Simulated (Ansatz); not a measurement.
Born–Oppenheimer molecular dynamics of H₆Si₂ (8 atoms, charge 0, multiplicity 1). It goes on from the last frame of an earlier run, with new velocities.

Theory: RKS PBE-D4/def2-SVP in Ansatz.

- ensemble: NVE (velocity Verlet)
- time step: 0.5 fs
- steps asked: 100
- starting velocities drawn for: 50 K
- seed: 861342

First frame:

```xyz
8
Properties=species:S:1:pos:R:3
Si 0.223 -0.252 -0.510
H 1.265 -0.805 0.422
H 0.800 -0.212 -1.933
H -0.145 1.155 -0.142
Si -1.385 -1.854 -0.363
H -2.125 -1.926 0.905
H -2.311 -1.377 -1.400
H -0.716 -3.116 -0.747
```

Question: How far do the bonds stretch over the last three quarters of this one trajectory? (Pairs bonded in most of those frames.)

Answer: 
```tsv
bond	mean (Å)	spread (Å)	shortest	longest
Si1–H2	1.505	0.005	1.50	1.51
Si1–H3	1.511	0.022	1.48	1.54
Si1–H4	1.506	0.005	1.50	1.51
Si1–Si5	2.403	0.058	2.29	2.46
Si5–H6	1.505	0.023	1.47	1.54
Si5–H7	1.505	0.033	1.46	1.56
Si5–H8	1.506	0.017	1.48	1.54
```

Mean temperature of the second half: 161 K. The conserved energy stayed within 0.05 meV per atom of its start (net change -0.044 meV per atom), so the integration is sound. The system heated up, since it started high on the potential surface and ran downhill. A run of 0.05 ps of so small a system gives no equilibrium averages.

Time of the run: 2.3 min on 1 thread of Arm Neoverse V1, with other jobs on the host, peak memory 0.11 GiB.
